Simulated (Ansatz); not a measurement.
# BNH+ (triplet): wave-function methods side by side, def2-TZVPP

One table from this session's results is given with a row withheld; the runs are named, their logs left out.

Program: Ansatz 0.2.0, Gaussian basis. Level of theory: def2-TZVPP, core rule «outside noble gas», up to 2 orbitals frozen. These are calculated values, not measurements.

Plan: UHF; ROHF; CCSD(T) on UHF.

2 further runs of the same task are left out: 2 set aside as unsound or not needed.

## What is computed

The geometry is a PBE0/def2-TZVP stationary point (not a proven minimum) of the parent state, kept for this charge and spin.

3 atoms, charge 1, spin multiplicity 3.

Atoms are counted from 1 here; the program's logs count them from 0.

Bond lengths: B1–N2 1.234 Å, N2–H3 0.993 Å. Angles: B1–N2–H3 180.0°.

The first run:

Input file in.yaml:

```yaml
crystal:
  periodic: [false, false, false]
  atoms:
    - {symbol: B, position_ang: [0.000000, 0.000000, 1.153245]}
    - {symbol: N, position_ang: [0.000000, 0.000000, -0.080303]}
    - {symbol: H, position_ang: [0.000000, 0.000000, -1.072942]}
basis:
  gaussian: {orbitals: def2-TZVPP}
total_charge: 1
magnetization: {spin_polarized: true, initial_magnetization: 2}
hamiltonian: {xc: hf}
output: {orbitals: {seedname: orbitals}}
```

On the command line:

```
> ansatz run in.yaml --threads 1 --pin off --events-out ev --progress --plain --max-ram 4096MiB --backend cpu
```

Steps of the session up to this table: UHF; ROHF; CCSD(T) on UHF.

One table of the session follows, with a row left open; its other results are not shown here.

It belongs to the step «Misses and costs». 

| method | from UCCSD(T) (kcal/mol) |
| --- | --- |
| ROHF | +144.23 |
| UHF | ? |
| UMP2 | +16.64 |
| UCCSD | +4.93 |
| UCCSD(T) | 0 |

Q: Estimate the row for UHF from the others.

The run gave: from UCCSD(T) (kcal/mol): +141.73. In the column «from UCCSD(T) (kcal/mol)» it lies between UMP2 (+16.64) and ROHF (+144.23).
